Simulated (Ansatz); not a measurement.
# BH5NSi radical: a ladder of functionals and wavefunction methods

How much do the methods differ for BH5NSi radical? The plan is to run it at one geometry with functionals of several rungs and with coupled cluster. The yardstick is the atomisation energy at the CCSD(T) limit.

Method: functionals in def2-TZVPP, the program's frozen cores in correlated methods; program: Ansatz 0.2.0, Gaussian basis.

Plan: LDA (SPW92), PBE-D4, revPBE-D4, BLYP-D4, r2SCAN-D4, B97M-V, PBE0-D4, B3LYP-D4, r2SCANh-D4, r2SCAN0-D4, HSE06-D4, BHLYP-D4, CAM-B3LYP-D4, LC-ωPBE, ωB97X-V, ωB97M-V, B2PLYP, PBE-QIDH; CCSD(T)/def2-SVP; CCSD(T)/def2-TZVPP; MP2/def2-QZVPP; extrapolation to the limit; RPA on PBE.

**1. Structure used throughout**

The geometry comes from an earlier relaxation with PBE0-D4 in a triple-zeta def2 set; it is a stationary point, not always the lowest conformer.

SMILES `B[N][SiH3]`, 8 atoms, charge 0, spin multiplicity 2.

Atoms are counted from 1 here; the program's logs count them from 0.

Bond lengths: B1–N2 1.339 Å, B1–H4 1.208 Å, B1–H5 1.207 Å, N2–Si3 1.710 Å, Si3–H6 1.484 Å, Si3–H7 1.484 Å, Si3–H8 1.488 Å. Angles: N2–B1–H4 120.2°, N2–B1–H5 120.5°, H4–B1–H5 119.4°, B1–N2–Si3 177.7°, N2–Si3–H6 110.6°, N2–Si3–H7 110.5°, N2–Si3–H8 106.7°, H6–Si3–H7 109.6°, H6–Si3–H8 109.7°, H7–Si3–H8 109.7°.

Coordinates:

```
atom    x (Å)    y (Å)    z (Å)
  B1  -0.5083   0.6611  -1.5076
  N2  -0.0902   0.1777  -0.3310
 Si3   0.4189  -0.5023   1.1535
  H4  -1.0652  -0.0631  -2.2975
  H5  -0.3331   1.8219  -1.7893
  H6  -0.2560   0.1680   2.2931
  H7   1.8906  -0.3814   1.3040
  H8   0.0354  -1.9391   1.1192
```

**2. LDA**

This LDA is Slater exchange with PW92 correlation.

Input file in.yaml:

```yaml
crystal:
  periodic: [false, false, false]
  atoms:
    - {symbol: B, position_ang: [-0.508287, 0.661061, -1.507632]}
    - {symbol: N, position_ang: [-0.090181, 0.177653, -0.331000]}
    - {symbol: Si, position_ang: [0.418880, -0.502271, 1.153492]}
    - {symbol: H, position_ang: [-1.065215, -0.063051, -2.297545]}
    - {symbol: H, position_ang: [-0.333053, 1.821922, -1.789345]}
    - {symbol: H, position_ang: [-0.255979, 0.167958, 2.293118]}
    - {symbol: H, position_ang: [1.890633, -0.381358, 1.303978]}
    - {symbol: H, position_ang: [0.035401, -1.939113, 1.119235]}
basis:
  gaussian: {orbitals: def2-TZVPP}
magnetization: {spin_polarized: true, initial_magnetization: 1}
hamiltonian: {xc: lda}
output: {orbitals: {seedname: orbitals}}
```

After this run come: PBE-D4 (GGA); revPBE-D4 (GGA); BLYP-D4 (GGA); r2SCAN-D4 (meta-GGA); B97M-V (meta-GGA); PBE0-D4 (hybrid); B3LYP-D4 (hybrid); r2SCANh-D4 (hybrid); r2SCAN0-D4 (hybrid); HSE06-D4 (hybrid); BHLYP-D4 (hybrid); CAM-B3LYP-D4 (range-separated); LC-ωPBE-D4 (range-separated); ωB97X-V (range-separated); ωB97M-V (range-separated); B2PLYP (double hybrid); PBE-QIDH (double hybrid); CCSD(T) in def2-SVP; CCSD(T) in def2-TZVPP; MP2 in def2-QZVPP; RPA on PBE orbitals.

**Question.** What will the summary of the whole plan be? Wanted: atomisation energy, CCSD(T)/CBS; farthest beyond LDA; mean size of error, GGA; mean size of error, meta-GGA; mean size of error, hybrid; mean size of error, range-separated; mean size of error, double hybrid; gap, smallest and largest; T1 diagnostic.

As calculated:

| quantity | value |
| --- | --- |
| atomisation energy, CCSD(T)/CBS | 2542.0 kJ/mol |
| functionals within 12.7 kJ/mol (0.5 %) | revPBE-D4, PBE0-D4, r2SCAN0-D4, BHLYP-D4, LC-ωPBE, B2PLYP |
| farthest beyond LDA | CAM-B3LYP-D4 (+58.0 kJ/mol) |
| mean size of error, GGA | 33.4 kJ/mol |
| mean size of error, meta-GGA | 42.4 kJ/mol |
| mean size of error, hybrid | 17.8 kJ/mol |
| mean size of error, range-separated | 32.0 kJ/mol |
| mean size of error, double hybrid | 12.1 kJ/mol |
| gap, smallest and largest | 1.08 eV (LDA (SPW92)), 9.37 eV (LC-ωPBE) |
| T1 diagnostic | 0.0257 |
| triples share of the correlation energy | 3.5 % |

LDA overbinds by 336.0 kJ/mol (13 %). PBE-D4 is off by +49.1 kJ/mol. Double hybrids carry the basis error of their MP2 part in triple zeta, and no dispersion term here, so their miss is partly the set-up's. By mean error the best rung here is double hybrid (12.1 kJ/mol) and the worst beyond LDA is meta-GGA (42.4 kJ/mol). The gap between the best rungs is small, so their order is not settled. The reference freezes the cores and leaves out relativity and excitations past (T), so misses under about 12.7 kJ/mol can't be ranked. Hartree-Fock recovers 76 % of the binding; the rest is correlation. CCSD(T) in def2-SVP is off by -154.7 kJ/mol, more than most functionals: a good method in a small basis is no reference. Orbital gaps span 1.1 to 9.4 eV; exact exchange widens them.
